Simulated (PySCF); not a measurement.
# Basis-set dependence of population analyses: `CC(Cl)(Cl)Cl`

C₂H₃Cl₃.
Structure used (PBE0-D3(BJ)/def2-SVP), in Å, numbered top down from 1:
```
atom  x, y, z in Å
C1     0.480   -0.161    0.682
C2    -0.346    0.107   -0.553
Cl3    0.385   -0.704   -1.962
Cl4   -0.420    1.859   -0.868
Cl5   -2.002   -0.510   -0.324
H6     0.524   -1.244    0.864
H7     0.020    0.339    1.545
H8     1.497    0.228    0.531
```

PBE0 throughout (PySCF), one geometry, spherical d and f functions. Geometry: PBE0-D3(BJ)/def2-SVP; no solvent, vibrations or thermal averaging. Atoms taken as equivalent share a column and are averaged.

Mulliken charges (e):

```tsv
basis	functions	C1	C2	Cl3/Cl4/Cl5	H6/H7/H8
STO-3G	40	-0.225	+0.085	-0.072	+0.118
6-31G	63	-0.421	-0.725	+0.160	+0.222
pcSseg-0	63	-0.435	-0.837	+0.151	+0.273
6-31G*	88	-0.500	-0.352	+0.059	+0.225
def2-SVP	97	+0.053	-0.163	-0.042	+0.078
cc-pVDZ	97	+0.064	-0.370	+0.020	+0.082
aug-cc-pVDZ	154	+1.071	-1.150	+0.078	-0.051
6-311+G(2d,p)	177	-1.039	+1.417	-0.312	+0.186
def2-TZVP	191	-0.363	+0.145	-0.072	+0.145
cc-pVTZ	204	-0.230	+0.038	-0.063	+0.127
IGLO-III	232	-0.391	-0.298	+0.079	+0.151
```

IAO charges (e):

```csv
basis,functions,C1,C2,Cl3/Cl4/Cl5,H6/H7/H8
STO-3G,40,-0.401,-0.054,-0.012,+0.164
6-31G,63,-0.436,-0.009,-0.031,+0.179
pcSseg-0,63,-0.422,-0.040,-0.022,+0.176
6-31G*,88,-0.420,+0.031,-0.041,+0.170
def2-SVP,97,-0.408,+0.047,-0.043,+0.163
cc-pVDZ,97,-0.419,+0.052,-0.046,+0.168
aug-cc-pVDZ,154,-0.428,+0.059,-0.049,+0.172
"6-311+G(2d,p)",177,-0.430,+0.048,-0.045,+0.172
def2-TZVP,191,-0.429,+0.049,-0.045,+0.171
cc-pVTZ,204,-0.431,+0.054,-0.046,+0.172
IGLO-III,232,-0.430,+0.041,-0.042,+0.172
```

Hirshfeld charges (e):

```tsv
basis	functions	C1	C2	Cl3/Cl4/Cl5	H6/H7/H8
STO-3G	40	-0.024	+0.276	-0.124	+0.040
6-31G	63	-0.111	+0.120	-0.056	+0.053
pcSseg-0	63	-0.124	+0.120	-0.047	+0.048
6-31G*	88	-0.105	+0.130	-0.061	+0.053
def2-SVP	97	-0.138	+0.114	-0.041	+0.049
cc-pVDZ	97	-0.127	+0.112	-0.046	+0.050
aug-cc-pVDZ	154	-0.148	+0.082	-0.030	+0.053
6-311+G(2d,p)	177	-0.138	+0.074	-0.031	+0.053
def2-TZVP	191	-0.140	+0.087	-0.035	+0.052
cc-pVTZ	204	-0.138	+0.091	-0.037	+0.053
IGLO-III	232	-0.153	+0.079	-0.025	+0.050
```

ESP-fitted charges (e):

| basis | functions | C1 | C2 | Cl3/Cl4/Cl5 | H6/H7/H8 |
| --- | --- | --- | --- | --- | --- |
| STO-3G | 40 | -0.592 | +0.315 | -0.115 | +0.207 |
| 6-31G | 63 | -0.668 | -0.047 | -0.019 | +0.257 |
| pcSseg-0 | 63 | -0.704 | +0.084 | -0.051 | +0.258 |
| 6-31G* | 88 | -0.636 | -0.276 | +0.044 | +0.259 |
| def2-SVP | 97 | -0.567 | -0.267 | +0.044 | +0.234 |
| cc-pVDZ | 97 | -0.559 | -0.335 | +0.058 | +0.240 |
| aug-cc-pVDZ | 154 | -0.667 | -0.375 | +0.073 | +0.274 |
| 6-311+G(2d,p) | 177 | -0.668 | -0.390 | +0.077 | +0.275 |
| def2-TZVP | 191 | -0.643 | -0.329 | +0.062 | +0.262 |
| cc-pVTZ | 204 | -0.641 | -0.312 | +0.057 | +0.261 |
| IGLO-III | 232 | -0.640 | -0.498 | +0.108 | +0.272 |

Which scheme is steadiest as the basis changes?

Largest range over the bases for any column: IAO 0.11 e, Hirshfeld 0.20 e, ESP-fitted 0.81 e, Mulliken 2.57 e. IAO charges move least and Mulliken charges most, counted in e. Without the minimal STO-3G basis the ranges are IAO 0.10, Hirshfeld 0.06, ESP-fitted 0.58, Mulliken 2.57 e.

How much do the charges still move between the two largest bases, cc-pVTZ and IGLO-III?

At most, over all atoms: Mulliken 0.337 e, IAO 0.013 e, Hirshfeld 0.015 e, ESP-fitted 0.186 e.

What do the same runs give for the total energy, the frontier levels and the dipole moment?

| basis | energy (Eh) | HOMO (eV) | LUMO (eV) | μ (D) |
| --- | --- | --- | --- | --- |
| STO-3G | -1442.1568 | -7.37 | 1.98 | 2.31 |
| 6-31G | -1457.9297 | -8.84 | -0.77 | 2.23 |
| pcSseg-0 | -1456.2979 | -8.91 | -0.53 | 2.28 |
| 6-31G* | -1458.0045 | -8.69 | -0.76 | 1.97 |
| def2-SVP | -1457.5732 | -8.52 | -0.07 | 1.77 |
| cc-pVDZ | -1458.0854 | -8.61 | -0.53 | 1.88 |
| aug-cc-pVDZ | -1458.0986 | -8.73 | -0.90 | 1.87 |
| 6-311+G(2d,p) | -1458.1260 | -8.73 | -1.00 | 1.87 |
| def2-TZVP | -1458.1366 | -8.68 | -0.74 | 1.82 |
| cc-pVTZ | -1458.1550 | -8.69 | -0.73 | 1.85 |
| IGLO-III | -1458.1263 | -8.59 | -0.71 | 1.68 |

The dipole is fixed by the density alone, so its range of 0.63 D shows that the density itself changes with the basis, not only its division among atoms.
